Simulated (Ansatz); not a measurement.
Worked example: H2Ge–N⁺, triplet against H2Ge–N, quartet

Geometry (PBE0/def2-TZVP stationary point of a quartet), kept for both states (H2Ge–N, quartet: A''; H2Ge–N⁺, triplet: A''):

```yaml
atoms:
  - { symbol: Ge, position_ang: [-0.0346, 0.0000, 0.2958] }
  - { symbol: N, position_ang: [0.0724, 0.0000, -1.6458] }
  - { symbol: H, position_ang: [0.7424, -1.2582, 0.7751] }
  - { symbol: H, position_ang: [0.7424, 1.2582, 0.7751] }
```

Basis cc-pVTZ; Ansatz 0.2.0. Correlated methods freeze the noble-gas cores and the filled d shells of p-block atoms. R marks a restricted (for open shells ROHF) determinant, U an unrestricted one. No spin–orbit coupling is included, and no scalar relativity.

Full CI isn't at hand for all of this; UCCSDT(Q) serves as the reference, and is uncertain by about the last step of the cluster series.

Unrestricted rows (U, and Kohn–Sham where it breaks symmetry) aren't spin-pure: their determinants' ⟨S²⟩ exceeds S(S+1) by up to 0.69, so they mix in states of higher spin.

| level | E(H2Ge–N, quartet) (hartree) | E(H2Ge–N⁺, triplet) (hartree) |
| --- | --- | --- |
| UHF | -2130.932968 | -2130.627479 |
| UMP2 | -2131.156239 | -2130.818607 |
| UCCSD(T) | -2131.200674 | -2130.879747 |
| PBE | -2132.451315 | -2132.132496 |
| wB97M-V | -2132.696427 | -2132.372161 |
| UCCSDT(Q) | -2131.202427 | -2130.883844 |

Problem. Give the vertical gap, H2Ge–N⁺ triplet less H2Ge–N quartet, at each level in eV (1 hartree = 27.2114 eV), and each error against UCCSDT(Q).

Solution. UCCSDT(Q): (-2130.883844 − (-2131.202427)) × 27.2114 = 8.669 eV (the reference)
wB97M-V: (-2132.372161 − (-2132.696427)) × 27.2114 = 8.824 eV, error 0.155 eV
PBE: (-2132.132496 − (-2132.451315)) × 27.2114 = 8.676 eV, error 0.007 eV
UCCSD(T): (-2130.879747 − (-2131.200674)) × 27.2114 = 8.733 eV, error 0.064 eV
UMP2: (-2130.818607 − (-2131.156239)) × 27.2114 = 9.187 eV, error 0.518 eV
UHF: (-2130.627479 − (-2130.932968)) × 27.2114 = 8.313 eV, error -0.356 eV

Total energies of functionals can't be set beside those of wave-function methods, since they hold the core's correlation and their own absolute errors; only the differences compare.

The reference still carries a basis error, for a change of charge of the order of 0.1 eV, so smaller errors of functionals can't be ranked.

Each level lands on the state that its own search finds. T1 diagnostics of restricted CCSD: 0.026 and 0.050.
